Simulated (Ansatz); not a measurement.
# PSi: the cost of one run

The runs use Ansatz 0.2.0, Gaussian basis; def2-QZVPP, core rule «outside noble gas», up to 10 orbitals frozen.

The runs, in order: UHF; ROHF; CCSD(T) on UHF.

2 further runs of the same task are left out: 2 set aside as unsound or not needed.

## Step 1: What is computed

The geometry is a PBE0/def2-TZVP stationary point (not a proven minimum) of the parent state, kept for this charge and spin.

2 atoms, charge 1, spin multiplicity 3.

Atoms are counted from 1 here; the program's logs count them from 0.

Bond lengths: Si1–P2 2.233 Å.

Coordinates:

```tsv
atom	x (Å)	y (Å)	z (Å)
Si1	0.00000	0.00000	0.00000
P2	0.00000	0.00000	2.23300
```

## Step 2: UHF

Contents of in.yaml:

```yaml
crystal:
  periodic: [false, false, false]
  atoms:
    - {symbol: Si, position_ang: [0.000000, 0.000000, 0.000000]}
    - {symbol: P, position_ang: [0.000000, 0.000000, 2.233000]}
basis:
  gaussian: {orbitals: "def2-QZVPP.json"}
total_charge: 1
magnetization: {spin_polarized: true, initial_magnetization: 2}
hamiltonian: {xc: hf}
output: {orbitals: {seedname: orbitals}}
```

On the command line:

```bash
$ ansatz run in.yaml --threads 1 --pin off --events-out ev --progress --plain --max-ram 4096MiB --backend cpu
```

What time and memory should one allow on 1 thread of AMD EPYC 7R13, shared host?

About 21 s, with a peak of 0.35 GiB.
